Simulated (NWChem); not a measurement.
**Worked example: vertical ionisation energy of C2H4Si (ethynylsilane)**

C2H4Si: 7 atoms, total charge 0, spin state singlet. As SMILES, `C#C[SiH3]`. Geometry: relaxed at PBE0-D4/def2-TZVP.

```xyz
7

C    -0.5807   -1.8714    0.1722
C    -0.2185   -0.7265    0.0624
Si    0.3298    1.0043   -0.1038
H    -0.9010   -2.8835    0.2693
H    -0.0945    1.5283   -1.4250
H    -0.2817    1.8181    0.9749
H     1.8079    1.0629    0.0044
```

Both states at this one shape; open shells run unrestricted unless said. 1 Eh = 27.2114 eV.

```
                                level  program  singlet C2H4Si (Eh)  doublet C2H4Si+ (Eh)
                       PBE0/6-311+G**   NWChem          -367.835499           -367.445786
MP2/6-311+G**, 7 core orbitals frozen   NWChem          -367.331016           -366.924855
```

Q: Work out the vertical ionisation energy at each level.

A: 
1. PBE0/6-311+G**: -367.445786 − (-367.835499) = 0.389713 Eh = 10.60 eV.
2. MP2/6-311+G**: -366.924855 − (-367.331016) = 0.406161 Eh = 11.05 eV.

No measured value is set beside it here; the levels span 10.60 to 11.05 eV.
